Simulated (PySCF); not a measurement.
Potential energy curve for CH2O, SMILES C=O, singlet. The C1–H4 bond (C1 also carries H, O; H4 carries nothing else) is stretched with both fragments frozen at the PBE0/def2-TZVP optimised geometry.

Computed with: UHF/cc-pVDZ (PySCF); UCCSD(T) = PySCF 2.14.0 with CCSD(T) on UHF/cc-pVDZ, 2 core orbitals frozen; UCCSD = PySCF 2.14.0 with CCSD on UHF/cc-pVDZ, 2 core orbitals frozen; RKS-PBE = restricted PBE/cc-pVDZ (PySCF); UKS-M06-2X/6-31G* = unrestricted M06-2X/6-31G*, spherical d (PySCF).

Energies are in eV, each relative to the lowest point of its own curve near equilibrium.

| R / Å | UHF | UCCSD(T) | UCCSD | RKS-PBE | UKS-M06-2X/6-31G* |
|---|---|---|---|---|---|
| 0.89 | 1.171 | 1.310 | 1.297 | 1.340 | 1.165 |
| 0.94 | 0.610 | 0.720 | 0.709 | 0.753 | 0.617 |
| 1.00 | 0.209 | 0.283 | 0.275 | 0.313 | 0.223 |
| 1.05 | 0.046 | 0.087 | 0.083 | 0.110 | 0.057 |
| 1.07 | 0.015 | 0.043 | 0.040 | 0.060 | 0.023 |
| 1.11 | 0.000 | 0.000 | 0.000 | 0.007 | 0.000 |
| 1.14 | 0.024 | 0.002 | 0.005 | 0.000 | 0.016 |
| 1.17 | 0.072 | 0.029 | 0.034 | 0.016 | 0.054 |
| 1.23 | 0.227 | 0.137 | 0.149 | 0.101 | 0.185 |
| 1.29 | 0.440 | 0.300 | 0.318 | 0.238 | 0.369 |
| 1.38 | 0.826 | 0.604 | 0.635 | 0.502 | 0.703 |
| 1.51 | 1.452 | 1.096 | 1.150 | 0.941 | 1.243 |
| 1.65 | 2.139 | 1.626 | 1.713 | 1.427 | 1.833 |
| 1.82 | 2.699 | 2.235 | 2.376 | 1.986 | 2.515 |
| 1.99 | 2.986 | 2.761 | 2.936 | 2.488 | 3.136 |
| 2.22 | 3.164 | 3.319 | 3.457 | 3.072 | 3.893 |
| 2.43 | 3.232 | 3.622 | 3.702 | 3.514 | 4.484 |
| 2.69 | 3.267 | 3.785 | 3.830 | 3.955 | 5.102 |
| 3.02 | 3.284 | 3.854 | 3.886 | 4.374 | 5.731 |
| 3.32 | 3.290 | 3.875 | 3.905 | 4.650 | 6.177 |
| 3.90 | 3.295 | 3.889 | 3.917 | 4.985 | 6.754 |

At the longest distance, 3.90 Å, UKS-M06-2X/6-31G* lies highest above its minimum (6.754 eV) and UHF lowest (3.295 eV).

The unrestricted determinant behind UHF, UCCSD(T), UCCSD is spin-contaminated at 1.65 to 3.90 Å (<S²> up to 1.0, against 0.00 for a pure singlet). At the longest distance RKS-PBE leaves fractional charges on the fragments, a sign of delocalisation error or of the restricted form. The restricted form behind RKS-PBE keeps the bonding electrons paired and can't separate into open-shell fragments. The unrestricted determinant behind UKS-M06-2X/6-31G* is spin-contaminated at 1.99 Å (<S²> up to 0.1, against 0.00 for a pure singlet).
